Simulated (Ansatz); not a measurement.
Born–Oppenheimer molecular dynamics of CH$_{6}$OSi (9 atoms, charge 0, multiplicity 1). It starts from a relaxed structure.

Method: Ansatz, RKS BLYP/6-31G*.

- ensemble: NVT, Nosé–Hoover chain
- time step: 0.5 fs
- steps asked: 166
- set temperature: 1500 K
- thermostat: time constant 100 fs, chain length 3 (defaults)
- seed: 383338

First frame:

```xyz
9
Properties=species:S:1:pos:R:3
Si 0.046 -0.054 0.042
H 0.288 0.153 1.512
H 1.302 0.222 -0.713
H -1.026 0.909 -0.387
O -0.361 -1.642 -0.309
C -1.537 -2.253 0.249
H -1.498 -2.280 1.355
H -2.459 -1.723 -0.060
H -1.586 -3.288 -0.126
```

**Question.** How far do the bonds stretch over the last three quarters of this one trajectory? (Pairs bonded in most of those frames.)

**Answer.** 
```
  bond  mean (Å)  spread (Å)  shortest  longest
Si1–H2     1.524       0.083      1.39     1.65
Si1–H3     1.502       0.036      1.45     1.56
Si1–H4     1.532       0.115      1.35     1.70
Si1–O5     1.707       0.049      1.63     1.77
 O5–C6     1.460       0.026      1.41     1.49
 C6–H7     1.109       0.021      1.07     1.14
 C6–H8     1.115       0.036      1.05     1.19
 C6–H9     1.110       0.031      1.06     1.16
```

Mean temperature of the second half: 898 K. The conserved energy stayed within 0.67 meV per atom of its start (net change 0.62 meV per atom), so the integration is sound. The mean temperature of the second half is 40 % below the set value. A run of 0.083 ps of so small a system gives no equilibrium averages.

Time of the run: 3.8 min on 1 thread of Arm Neoverse V2, with other jobs on the host, peak memory 0.11 GiB.
